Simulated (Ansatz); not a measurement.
Species: CHN, SMILES `C#N` (charge 0, multiplicity 1).

Problem. Give a relaxed geometry from B3LYP-D3(BJ)/def2-SVP in Ansatz (an electronic-structure program).

Solution. the end point of this relaxation (outside a Z-matrix the atoms follow the SMILES, hydrogens last).
Cartesian coordinates (Å) in one orientation:
```xyz
3

C     -0.024    -0.124     0.000
N      1.061     0.272     0.000
H     -1.037    -0.494     0.000
```
